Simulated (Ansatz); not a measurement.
Re2F: from a trial structure to a relaxed crystal

Level of theory: Ansatz 0.2.0, DFT PBE, scalar-relativistic, plane waves, PAW. Cutoff 420 eV, Γ-centred k mesh, Gaussian smearing, no spin polarisation in the final step.

The start puts Re2F on the Cu2Sb structure type (P4/nmm, No. 129), with F in place of Sb, Re in place of Cu, at a guessed volume.

```
Re F
1.0
     3.62630    0.00000    0.00000
     0.00000    3.62630    0.00000
     0.00000    0.00000    5.53302
Re F
4 2
Cartesian
  0.0000 0.0000 0.0000
  1.8132 1.8132 0.0000
  0.0000 1.8132 1.4939
  1.8132 0.0000 4.0391
  0.0000 1.8132 3.8731
  1.8132 0.0000 1.6599
```

Cell and atoms relax at zero pressure; the relaxation can't lower the symmetry of the start. After a coarse first stage the cell is made exact in the group found at 0.06 Å.

Energies over the elements count from the elements' standard structures at the same level (F₂ as a molecule), with no empirical corrections.

(1) Describe the relaxed structure.

(2) What are its volume, energy, density and gap?

Results:

(1) It keeps P4/nmm (No. 129), but not the shape of the type it started on. Conventional cell: a = 4.031 Å, c = 7.678 Å. Re on Wyckoff site a (2 atoms of the primitive cell) is coordinated by 4 Re at 2.51 Å and 4 Re at 2.85 Å; around Re on Wyckoff site c (2 atoms of the primitive cell) lie 1 F at 1.87 Å; around F lie 1 Re at 1.87 Å.

```cif
data_structure
_symmetry_space_group_name_H-M 'P4/nmm:1'
_symmetry_Int_Tables_number 129
_cell_length_a 4.0307
_cell_length_b 4.0307
_cell_length_c 7.6775
_cell_angle_alpha 90.000
_cell_angle_beta 90.000
_cell_angle_gamma 90.000
_cell_volume 124.74
loop_
_atom_site_label
_atom_site_type_symbol
_atom_site_symmetry_multiplicity
_atom_site_Wyckoff_symbol
_atom_site_fract_x
_atom_site_fract_y
_atom_site_fract_z
_atom_site_occupancy
Re1 Re 2 a 0.00000 0.00000 0.00000 1
Re2 Re 2 c 0.00000 0.50000 0.19462 1
F1 F 2 c 0.00000 0.50000 0.43858 1
```

(2) The volume per atom is 20.8 Å³. The density is 10.4 g/cm³. The energy over the elements is -0.41 eV/atom. The gap on the 10×10×6 mesh is 0 eV (a metal).

The final run used a 10×10×6 mesh on its 6-atom cell and 0.10 eV smearing. The k mesh leaves about 4 meV/atom of noise in metals. Weakly bound directions are ill-defined at this level, which has no dispersion term. Spin–orbit coupling is left out. A structure relaxed within its symmetry needn't be a true minimum.

Cost: 3 runs of about 10 core-minutes in all, on Arm Neoverse V1 (shared hosts).